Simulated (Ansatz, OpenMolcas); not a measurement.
**BH2Cl (SMILES BCl): the energy, rung by rung**

The species is BH2Cl (4 atoms), meant as a singlet with charge 0. SMILES: `BCl`. The shape is that of a PBE0-D4/def2-TZVP optimisation.

```jsonl
{"atom": "B", "x (Å)": "-0.1167", "y (Å)": "0.0217", "z (Å)": "-0.0753"}
{"atom": "Cl", "x (Å)": "1.3650", "y (Å)": "-0.3953", "z (Å)": "0.7212"}
{"atom": "H", "x (Å)": "-1.1062", "y (Å)": "-0.5595", "z (Å)": "0.2404"}
{"atom": "H", "x (Å)": "-0.0866", "y (Å)": "0.8728", "z (Å)": "-0.9066"}
```

Each level gives the energy change with the B1–Cl2 bond stretched from 1.733 to 3.466 Å (eV). The values are calculated.

```csv
level,kind,program,value (eV),less FCI/STO-3G
SVWN5/STO-3G (restricted),LDA,Ansatz,6.49,+1.18
revPBE/STO-3G (restricted),GGA,Ansatz,5.88,+0.57
r2SCAN/STO-3G (restricted),meta-GGA,Ansatz,6.30,+0.99
BHLYP/STO-3G (restricted),global hybrid,Ansatz,7.01,+1.70
CAM-B3LYP/STO-3G (restricted),range-separated hybrid,Ansatz,6.89,+1.58
"CASSCF(2,2)/STO-3G",multireference,OpenMolcas,5.09,-0.22
CCSD(T)/STO-3G (restricted),coupled cluster or CI,Ansatz,5.11,-0.20
FCI/STO-3G,exact in the basis,Ansatz,5.31,0.00
```

FCI/STO-3G is exact within its basis and frozen core, so for wave-function methods in that basis the difference is their error; functionals converge differently with the basis, so for them it is only a difference. The first shape isn't each level's own minimum. The values span 5.09 to 7.01 eV. All rows use very small basis sets, so even the best lies far from the true value.
